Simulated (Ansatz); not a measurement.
Computed with Ansatz on PBE0-D4/def2-TZVP structures; ΔE is electronic, products minus reactants. CCSD(T)/CBS adds triple-zeta CCSD(T) − MP2 to the extrapolated MP2 energy (def2 sets, frozen cores). This one scheme is used for every species. Functionals use def2-TZVPP. Each species was taken in one conformer, which may not be the lowest.

Reaction (hydrogenolysis of the Al–Si bond): `[SiH3][AlH][SH]` + H₂ → `[AlH2][SH]` + SiH₄

`[SiH3][AlH][SH]`:

Z-matrix (Å, degrees):
```
Si
Al 1 2.447
H 1 1.491 2 110.7
H 1 1.489 2 111.9 3 120.5
H 1 1.491 2 110.9 3 -118.9
S 2 2.185 1 116.7 3 -117.9
H 2 1.585 1 125.6 3 61.9
H 6 1.344 2 94.3 1 179.7
```

H₂:

```xyz
2

H    -0.126   -0.080    0.342
H     0.126    0.080   -0.342
```

`[AlH2][SH]`:

Cartesian coordinates in Å:
```
Al 0.138 -0.416 -0.482
S 0.068 0.301 1.577
H 0.798 -1.831 -0.714
H -0.463 0.493 -1.627
H -0.541 1.453 1.247
```

SiH₄:

Z-matrix (Å, degrees):
```
Si
H 1 1.485
H 1 1.485 2 109.5
H 1 1.485 2 109.5 3 -120.0
H 1 1.485 2 109.5 3 120.0
```

```csv
level,ΔE (kcal/mol)
r2SCAN0,-2.7
HF/def2-SVP,-11.0
MP2/def2-TZVPP,-3.7
HF/def2-QZVPP,-10.2
```

Problem. What does CCSD(T)/CBS give? (Estimate.)

Solution. Computed: -2.7 kcal/mol. The listed levels differ from it by 0.0, -8.3, -1.0, -7.5 kcal/mol.

Largest T1 diagnostic among the species: 0.013.

From r2SCAN to r2SCAN0 (25 % exact exchange), in def2-TZVPP and without D4, ΔE moves by −1.0 kcal/mol. In def2-TZVPP, CCSD(T) changes the Hartree–Fock value by +6.7 kcal/mol (the triples alone add +1.2 kcal/mol) and MP2 by +6.3 kcal/mol.
